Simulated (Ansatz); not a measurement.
Band gap of ReS2 (P-1, No. 2; cell taken from a computed entry) at several levels of theory

No measured value is used here.

Unless a cell is named, each level is at its own relaxed cell (LDA 17.68, r²SCAN+rVV10 18.46 Å³/atom).

Problem. Put these levels in order of the band gap that they give for ReS2 (P-1, No. 2; cell taken from a computed entry), smallest first: LDA (Ansatz, a quantum-chemistry and plane-wave program), PBEsol+SOC (Ansatz), r²SCAN+rVV10 (Ansatz).

Solution. PBEsol+SOC (1.03 eV), LDA (1.16 eV), r²SCAN+rVV10 (1.31 eV)

Computed values are for a static lattice. Levels without +SOC have no spin–orbit coupling; where heavier elements are present it shifts gaps, mostly down, and can invert bands. The crystal itself was run without spin with LDA, r²SCAN+rVV10; a magnetic state was not tried in these runs. Values are at the level's own equilibrium cell; PBEsol+SOC at the PBE-D3(BJ) cell. Cutoffs differ between the levels. Ansatz's density-functional and Hartree–Fock values are scalar-relativistic unless marked +SOC, with PAW data made under PBE.
